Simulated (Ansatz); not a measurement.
**What each rung costs, and what it gives**

Saddle point of CH₈Si₂, singlet (CH₈Si₂ ([CH3][SiH2][SiH3]) → Si₂H₄ ([SiH][SiH3]) + CH₄; bonds formed: C2–H3; bonds broken: Si1–C2, Si1–H3), PBE0-D4/def2-TZVP structure:

```xyz
11
angstrom
Si -0.3332 1.2573 0.3456
C 1.5207 0.6209 -0.3909
H 0.2046 -0.1240 -0.2917
H -0.9464 1.4396 -1.0318
Si -1.3137 -0.9221 0.6279
H 1.6878 -0.1263 -1.1733
H 2.1202 0.3620 0.4799
H 1.8487 1.5767 -0.8008
H -2.7551 -0.5796 0.7674
H -1.2223 -1.9801 -0.4240
H -0.8111 -1.5245 1.8916
```

Barriers are electronic and count from the start structure reached by relaxing down the imaginary mode.

Program: Ansatz 0.2.0. Basis: as named in each row. Cores are frozen in the correlated methods. B3LYP uses VWN-RPA correlation. Extrapolation: Hartree–Fock as exp(−7.88 √X), correlation as X^−2.97.

Times are rough, for one single point on 4 threads of a shared host (AMD EPYC).

The estimate by CCSD(T) at an estimated basis limit (MP2 extrapolated from triple and quadruple zeta, plus CCSD(T) − MP2 in triple zeta) is 295.0 kJ/mol.

```json
{"method": "HF", "basis": "STO-3G", "time (s)": "under 1", "barrier (kJ/mol)": "561.8", "method less estimate": "266.9"}
{"method": "PBE-D4", "basis": "STO-3G", "time (s)": "under 1", "barrier (kJ/mol)": "423.0", "method less estimate": "128.0"}
{"method": "SPW92", "basis": "def2-SVP", "time (s)": "under 1", "barrier (kJ/mol)": "240.5", "method less estimate": "-54.5"}
{"method": "B3LYP-D4", "basis": "6-31G", "time (s)": "1", "barrier (kJ/mol)": "310.9", "method less estimate": "16.0"}
{"method": "PBE-D4", "basis": "def2-SVP", "time (s)": "1", "barrier (kJ/mol)": "255.5", "method less estimate": "-39.5"}
{"method": "PBE0-D4", "basis": "def2-SVP", "time (s)": "2", "barrier (kJ/mol)": "280.7", "method less estimate": "-14.2"}
{"method": "SPW92", "basis": "def2-TZVPP", "time (s)": "3", "barrier (kJ/mol)": "237.5", "method less estimate": "-57.5"}
{"method": "CCSD(T)", "basis": "def2-SVP", "time (s)": "4", "barrier (kJ/mol)": "303.3", "method less estimate": "8.3"}
{"method": "BLYP-D4", "basis": "def2-TZVPP", "time (s)": "4", "barrier (kJ/mol)": "269.6", "method less estimate": "-25.4"}
{"method": "PBE-D4", "basis": "def2-TZVPP", "time (s)": "4", "barrier (kJ/mol)": "252.1", "method less estimate": "-42.9"}
{"method": "wB97M-V", "basis": "def2-SVP", "time (s)": "5", "barrier (kJ/mol)": "289.4", "method less estimate": "-5.6"}
{"method": "PBE0-D4", "basis": "def2-TZVPP", "time (s)": "6", "barrier (kJ/mol)": "276.8", "method less estimate": "-18.2"}
{"method": "B3LYP-D4", "basis": "def2-TZVPP", "time (s)": "6", "barrier (kJ/mol)": "289.0", "method less estimate": "-6.0"}
{"method": "BHLYP-D4", "basis": "def2-TZVPP", "time (s)": "6", "barrier (kJ/mol)": "319.9", "method less estimate": "24.9"}
{"method": "CAM-B3LYP-D4", "basis": "def2-TZVPP", "time (s)": "6", "barrier (kJ/mol)": "304.4", "method less estimate": "9.4"}
{"method": "r2SCAN-D4", "basis": "def2-TZVPP", "time (s)": "6", "barrier (kJ/mol)": "275.3", "method less estimate": "-19.7"}
{"method": "RPA on PBE", "basis": "def2-TZVPP", "time (s)": "7", "barrier (kJ/mol)": "289.3", "method less estimate": "-5.7"}
{"method": "r2SCAN0-D4", "basis": "def2-TZVPP", "time (s)": "8", "barrier (kJ/mol)": "290.2", "method less estimate": "-4.8"}
{"method": "B2PLYP", "basis": "def2-TZVPP", "time (s)": "8", "barrier (kJ/mol)": "295.2", "method less estimate": "0.2"}
{"method": "PBE-QIDH", "basis": "def2-TZVPP", "time (s)": "9", "barrier (kJ/mol)": "295.9", "method less estimate": "0.9"}
{"method": "wB97X-V", "basis": "def2-TZVPP", "time (s)": "11", "barrier (kJ/mol)": "305.6", "method less estimate": "10.7"}
{"method": "wB97M-V", "basis": "def2-TZVPP", "time (s)": "11", "barrier (kJ/mol)": "286.8", "method less estimate": "-8.2"}
{"method": "B97M-V", "basis": "def2-TZVPP", "time (s)": "12", "barrier (kJ/mol)": "275.5", "method less estimate": "-19.5"}
{"method": "MP2", "basis": "def2-QZVPP", "time (s)": "33", "barrier (kJ/mol)": "292.1", "method less estimate": "-2.9"}
{"method": "CCSD(T)", "basis": "def2-TZVPP", "time (s)": "74", "barrier (kJ/mol)": "295.5", "method less estimate": "0.5"}
```

All methods are single points on the PBE0-D4 structures.

T1 diagnostic: at most 0.014. The restricted Hartree–Fock reference is unstable towards an unrestricted one at one or more of these structures.

Losses and insertions of silylenes and their heavier kin drive the gas-phase chemistry of silicon and germanium vapour deposition.

Labels in which every atom is bracketed show which atoms are joined, not bond orders.
